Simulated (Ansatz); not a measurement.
# InH2⁺, triplet: stretch scan

Starting geometry (PBE0/def2-TZVP stationary point for this spin, not checked as a minimum):

```yaml
atoms:
  - { symbol: In, position_ang: [0.0000, 0.0000, -0.0276] }
  - { symbol: H, position_ang: [0.0000, 1.1433, 1.5722] }
  - { symbol: H, position_ang: [0.0000, -1.1433, 1.5722] }
```

From there H2 moves along the line of the two atoms named below, all else staying in place; atoms are numbered as listed. Energies are in kcal/mol, counted from the starting geometry at the same level.

Basis def2-TZVPP with its core potentials; Ansatz 0.2.0. Correlated methods freeze the noble-gas cores and the filled d shells of p-block atoms. R marks a restricted (for open shells ROHF) determinant, U an unrestricted one. Active spaces: valence = (4e, 6o) chosen from the atoms' valence shells. No spin–orbit coupling is included; scalar relativity enters through the core potentials alone.

Runs in a small pair space aren't shown, since their orbitals change along the scan. The frozen core of the U runs drifts against the reference's along the scan: U less R at the highest common level changes by 19 meV, which enters the U errors.

Full CI is exact within this basis and frozen core; it isn't the basis-set limit. The frozen core follows each run's orbitals, which can shift R against U totals by a few meV for light atoms and by up to 0.1 eV past Ca.

```tsv
distance In1-H2 (Å)	full CI	unpaired electrons (full CI)	error RCCSD	error UCCSD	error RCCSDT	error CASSCF (valence space)	error NEVPT2 (valence space)	error MRCISD (valence space)
1.553	13.3	2.02	-0.2	-0.4	-0.2	1.4	-0.3	-0.4
1.735	2.9	2.02	0.0	-0.3	-0.1	0.9	-0.1	-0.3
1.966	0.0	2.03	0.0	0.0	0.0	0.0	0.0	0.0
2.173	0.5	2.04	-0.1	0.0	0.0	-1.3	-0.2	0.0
2.436	1.4	2.04	-0.2	0.0	0.0	-2.8	-0.6	0.0
2.692	2.1	2.03	-0.3	-0.1	0.0	-3.9	-0.9	0.0
3.096	2.8	2.03	-0.3	-0.1	0.0	-4.9	-1.2	-0.1
3.615	3.4	2.04	-0.4	-0.2	0.0	-5.4	-1.4	-0.1
4.288	3.8	2.04	-0.4	-0.2	0.0	-5.6	-1.4	-0.1
5.216	4.0	2.04	-0.4	-0.2	0.0	-5.7	-1.5	-0.1
6.578	4.1	2.04	-0.4	-0.2	0.0	-5.7	-1.5	-0.1
```

Unpaired electrons are Σ n²(2−n)² over natural occupations. Errors are those of relative energies. In total energy the starting point itself misses full CI by: RCCSD 0.9, UCCSD 0.2, RCCSDT 0.0, CASSCF (valence space) 13.9, NEVPT2 (valence space) 3.8, MRCISD (valence space) 0.3 kcal/mol.

Spread of the error over the points with a reference, to 6.578 Å (largest less smallest): RCCSDT 0.2, RCCSD 0.4, UCCSD 0.5, MRCISD (valence space) 0.5, NEVPT2 (valence space) 1.5, CASSCF (valence space) 7.1 kcal/mol.

CASSCF lacks dynamic correlation, of which the bound molecule has more, so its curve rises 5.7 kcal/mol too little out to 6.578 Å.
